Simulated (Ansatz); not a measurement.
Steps of a relaxation of C₃H₇NO, SMILES `CNC(C)=O` with RKS PBE-D4/def2-SVP.

```sh
$ ansatz run in.yaml --threads 4 --pin off --events-out ev --progress --plain --max-ram 10444MiB
```

```yaml
crystal:
  periodic: [false, false, false]
  atoms:
    - {symbol: C, position_ang: [-1.318400, 0.818000, 0.994000]}
    - {symbol: N, position_ang: [-0.381800, -0.088900, 0.535700]}
    - {symbol: C, position_ang: [0.236400, 0.083200, -0.680500]}
    - {symbol: C, position_ang: [1.418300, -0.926800, -0.937100]}
    - {symbol: O, position_ang: [0.018200, 0.976300, -1.476000]}
    - {symbol: H, position_ang: [-2.013000, 1.174300, 0.149700]}
    - {symbol: H, position_ang: [-0.826400, 1.746400, 1.379400]}
    - {symbol: H, position_ang: [-1.924400, 0.416200, 1.764700]}
    - {symbol: H, position_ang: [0.024900, -0.699300, 1.261800]}
    - {symbol: H, position_ang: [2.324800, -0.470700, -0.765000]}
    - {symbol: H, position_ang: [1.242700, -1.292000, -1.942700]}
    - {symbol: H, position_ang: [1.275600, -1.791800, -0.249900]}
basis:
  gaussian: {orbitals: def2-SVP}
hamiltonian: {xc: pbe, dispersion: d4}
relax: {f_tol: 0.03, max_steps: 200}
```

Positions (Å) and forces (eV/Å) along the path, 10 of 16 steps:

```xyz
12
step=1 energy=-6749.2241 eV
C    -1.318    0.818    0.994   -1.248    3.033   -1.182
N    -0.382   -0.089    0.536    1.134   -1.534   -0.494
C     0.236    0.083   -0.680    2.253   -1.095    0.384
C     1.418   -0.927   -0.937   -4.367   -1.174    0.848
O     0.018    0.976   -1.476   -0.867    0.540   -0.218
H    -2.013    1.174    0.150    0.752   -0.429    0.757
H    -0.826    1.746    1.379   -0.226    0.080    0.075
H    -1.924    0.416    1.765   -1.000   -0.710    1.278
H     0.025   -0.699    1.262    0.043    0.046   -0.724
H     2.325   -0.471   -0.765    2.761    1.358    0.181
H     1.243   -1.292   -1.943    0.430   -0.132   -0.795
H     1.276   -1.792   -0.250    0.336    0.017   -0.109
12
step=2 energy=-6749.5802 eV
C    -1.341    0.853    1.004   -0.641    1.246   -0.305
N    -0.357   -0.069    0.550    0.554   -0.272    0.078
C     0.307    0.114   -0.639    0.137   -1.054   -0.734
C     1.402   -0.955   -0.941   -1.299    0.131    0.758
O    -0.012    0.955   -1.477    0.078    0.138    0.423
H    -1.982    1.192    0.148    0.295   -0.201    0.219
H    -0.902    1.790    1.435   -0.044   -0.151   -0.001
H    -1.997    0.408    1.759   -0.179   -0.264    0.280
H     0.027   -0.708    1.251    0.083    0.004   -0.245
H     2.376   -0.487   -0.833    0.717    0.183   -0.165
H     1.224   -1.316   -1.964    0.196    0.088   -0.277
H     1.333   -1.831   -0.258    0.102    0.152   -0.030
12
step=4 energy=-6749.6594 eV
C    -1.336    0.880    1.007    0.031   -0.025    0.256
N    -0.337   -0.059    0.542   -0.292    0.261   -0.027
C     0.256    0.070   -0.689    0.295   -0.458    0.214
C     1.363   -0.957   -0.922    0.061    0.180   -0.090
O    -0.055    0.928   -1.505   -0.126    0.167   -0.154
H    -1.932    1.256    0.156    0.077   -0.055   -0.135
H    -0.878    1.764    1.506   -0.050    0.012    0.027
H    -2.017    0.382    1.727    0.009    0.036   -0.010
H     0.053   -0.731    1.201   -0.038   -0.010    0.023
H     2.341   -0.439   -0.823   -0.032   -0.101   -0.067
H     1.286   -1.345   -1.955    0.036    0.019   -0.032
H     1.333   -1.804   -0.210    0.028   -0.024   -0.004
12
step=5 energy=-6749.6719 eV
C    -1.343    0.887    1.013   -0.017   -0.064    0.083
N    -0.344   -0.059    0.559   -0.013    0.098    0.021
C     0.267    0.062   -0.667    0.012   -0.142    0.004
C     1.372   -0.959   -0.930    0.062    0.099   -0.021
O    -0.052    0.922   -1.483   -0.002    0.026   -0.018
H    -1.918    1.244    0.139    0.021    0.007   -0.056
H    -0.897    1.782    1.505   -0.003   -0.022    0.005
H    -2.035    0.400    1.730    0.037    0.030   -0.049
H     0.030   -0.735    1.224   -0.010   -0.010    0.021
H     2.357   -0.449   -0.858   -0.083   -0.054   -0.015
H     1.274   -1.332   -1.968   -0.010    0.024    0.032
H     1.366   -1.818   -0.230    0.006    0.009   -0.009
12
step=6 energy=-6749.6747 eV
C    -1.342    0.889    1.014   -0.014   -0.038   -0.002
N    -0.340   -0.057    0.568    0.035    0.041    0.015
C     0.265    0.056   -0.662   -0.042   -0.048    0.004
C     1.371   -0.958   -0.931    0.045    0.028   -0.010
O    -0.061    0.911   -1.482    0.003    0.013   -0.012
H    -1.894    1.253    0.126    0.021    0.010    0.003
H    -0.900    1.777    1.521   -0.004   -0.012    0.009
H    -2.049    0.399    1.713    0.006    0.013   -0.029
H     0.029   -0.735    1.234   -0.004    0.001    0.011
H     2.354   -0.444   -0.873   -0.032   -0.014    0.000
H     1.265   -1.332   -1.967   -0.014    0.005    0.013
H     1.379   -1.815   -0.229    0.000    0.002   -0.002
12
step=8 energy=-6749.6776 eV
C    -1.338    0.892    1.021   -0.120    0.132    0.055
N    -0.262    0.010    0.615   -0.126    0.001   -0.030
C     0.263    0.049   -0.657   -0.150    0.161   -0.084
C     1.361   -0.962   -0.934    0.125   -0.075   -0.049
O    -0.120    0.851   -1.509    0.058   -0.127    0.135
H    -1.738    1.360    0.087    0.114   -0.113    0.323
H    -0.977    1.710    1.700   -0.160   -0.223   -0.176
H    -2.155    0.327    1.541    0.270    0.199   -0.182
H     0.089   -0.683    1.276    0.011    0.032   -0.018
H     2.340   -0.439   -0.970   -0.035   -0.019    0.017
H     1.190   -1.387   -1.942    0.010   -0.013    0.035
H     1.424   -1.785   -0.192    0.003    0.045   -0.024
12
step=9 energy=-6749.6859 eV
C    -1.335    0.895    1.021    0.020   -0.022    0.009
N    -0.291   -0.015    0.599   -0.059    0.036   -0.021
C     0.251    0.041   -0.665   -0.040    0.063   -0.005
C     1.367   -0.959   -0.933    0.022   -0.041   -0.023
O    -0.123    0.848   -1.513    0.010   -0.034    0.028
H    -1.753    1.362    0.107    0.028   -0.013    0.048
H    -0.951    1.708    1.680   -0.022   -0.041   -0.016
H    -2.141    0.355    1.563    0.023    0.028   -0.034
H     0.070   -0.700    1.262    0.013    0.025   -0.004
H     2.338   -0.424   -0.953    0.000    0.012    0.007
H     1.216   -1.387   -1.942    0.000   -0.010    0.008
H     1.429   -1.779   -0.191    0.006   -0.003    0.004
12
step=10 energy=-6749.6893 eV
C    -1.334    0.896    1.024    0.007    0.016   -0.004
N    -0.287   -0.009    0.599   -0.020    0.036   -0.014
C     0.244    0.036   -0.670   -0.039   -0.026   -0.009
C     1.367   -0.959   -0.934   -0.008   -0.016    0.014
O    -0.147    0.824   -1.528    0.017    0.002    0.019
H    -1.705    1.410    0.115    0.019   -0.025    0.055
H    -0.963    1.671    1.735   -0.020   -0.047   -0.025
H    -2.170    0.348    1.507    0.013    0.026   -0.026
H     0.087   -0.683    1.267    0.016    0.017   -0.008
H     2.331   -0.413   -0.978    0.011    0.008   -0.005
H     1.206   -1.414   -1.930    0.001    0.000    0.008
H     1.450   -1.761   -0.173    0.002    0.008   -0.006
12
step=13 energy=-6749.6911 eV rejected
C    -1.331    0.897    1.028   -0.115    0.088    0.025
N    -0.278    0.005    0.600    0.064   -0.007    0.025
C     0.232    0.027   -0.677   -0.076   -0.074   -0.065
C     1.366   -0.960   -0.931    0.056    0.005    0.002
O    -0.187    0.779   -1.554    0.034    0.023    0.055
H    -1.598    1.518    0.146    0.016   -0.073    0.125
H    -1.000    1.570    1.856   -0.059   -0.097   -0.120
H    -2.238    0.340    1.366    0.131    0.097   -0.046
H     0.123   -0.648    1.273   -0.012    0.015   -0.004
H     2.311   -0.391   -1.065   -0.049   -0.047    0.001
H     1.167   -1.486   -1.886    0.012    0.026    0.050
H     1.510   -1.707   -0.123   -0.002    0.045   -0.047
12
step=16 energy=-6749.6931 eV
C    -1.332    0.897    1.027   -0.029    0.023    0.010
N    -0.276    0.005    0.603    0.013   -0.009   -0.001
C     0.233    0.026   -0.676    0.003    0.010   -0.007
C     1.365   -0.960   -0.932    0.009   -0.004   -0.002
O    -0.177    0.791   -1.546    0.002   -0.006    0.010
H    -1.607    1.508    0.145    0.004   -0.017    0.028
H    -1.002    1.577    1.844   -0.012   -0.025   -0.028
H    -2.230    0.341    1.375    0.029    0.022   -0.013
H     0.117   -0.654    1.274   -0.006    0.002    0.002
H     2.310   -0.394   -1.068   -0.017   -0.009   -0.001
H     1.165   -1.486   -1.885    0.003    0.003    0.012
H     1.511   -1.707   -0.126    0.000    0.010   -0.011
```

Hardware: 4 threads of an Arm Neoverse V1 on a shared host. Wall time 18 s, peak host memory 0.14 GiB.
